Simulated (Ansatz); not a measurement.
**AlCl− (doublet): the correlation ladder, aug-cc-pVDZ**

The task here is to estimate one member of a computed series from the others.

The runs use Ansatz 0.2.0, Gaussian basis; aug-cc-pVDZ, core rule «outside noble gas», up to 10 orbitals frozen.

The runs, in order: UHF; CCSD(T) on ROHF; CCSD(T) on UHF; BCCD(T) on ROHF; CISD; CCSDT(Q) on ROHF; CCSDT(Q) on UHF.

22 further runs of the same task are left out: 9 for a known fault of the program, 3 that didn't finish, 10 set aside as unsound or not needed.

## The geometry

The geometry is a PBE0/def2-TZVPD stationary point (not a proven minimum) of the parent state, kept for this charge and spin.

2 atoms, charge -1, spin multiplicity 2.

Atoms are counted from 1 here; the program's logs count them from 0.

Bond lengths: Al1–Cl2 2.216 Å.

Coordinates:

```xyz
2

Al    0.00000    0.00000    0.00000
Cl    0.00000    0.00000    2.21590
```

Set-up of the first run:

Contents of in.yaml:

```yaml
crystal:
  periodic: [false, false, false]
  atoms:
    - {symbol: Al, position_ang: [0.000000, 0.000000, 0.000000]}
    - {symbol: Cl, position_ang: [0.000000, 0.000000, 2.215900]}
basis:
  gaussian: {orbitals: aug-cc-pVDZ}
total_charge: -1
magnetization: {spin_polarized: true, initial_magnetization: 1}
hamiltonian: {xc: hf}
output: {orbitals: {seedname: orbitals}}
```

Started as:

```console
$ ansatz run in.yaml --threads 1 --pin off --events-out ev --progress --plain --max-ram 2393MiB
```

Among the steps run: UHF; CCSD(T) on ROHF; CCSD(T) on UHF; BCCD(T) on ROHF; CISD; CCSDT(Q) on ROHF; CCSDT(Q) on UHF.

One table of the session follows, with a row left open; its other results are not shown here.

| method | from UCCSDT(Q) (kJ/mol) |
| --- | --- |
| ROHF | +615.9 |
| UHF | +609.0 |
| RMP2 | +85.0 |
| UMP2 | +86.5 |
| CISD | +74.1 |
| RCCSD | +22.0 |
| UCCSD | ? |
| RCCSD(T) | +3.6 |
| UCCSD(T) | +3.6 |
| BCCD(T) | +3.6 |
| RCCSDT | +1.4 |
| UCCSDT | +1.4 |
| RCCSDT(Q) | +0.1 |
| UCCSDT(Q) | 0 |

Q: Estimate the row for UCCSD from the others.

As computed: from UCCSDT(Q) (kJ/mol): +21.7. In the column «from UCCSDT(Q) (kJ/mol)» it lies between BCCD(T) (+3.6) and RCCSD (+22.0).

To keep in mind: Restricted and unrestricted rows rest on different reference determinants; where their highest levels disagree by more than a few hundredths of an eV, they describe different states and don't form one ladder.
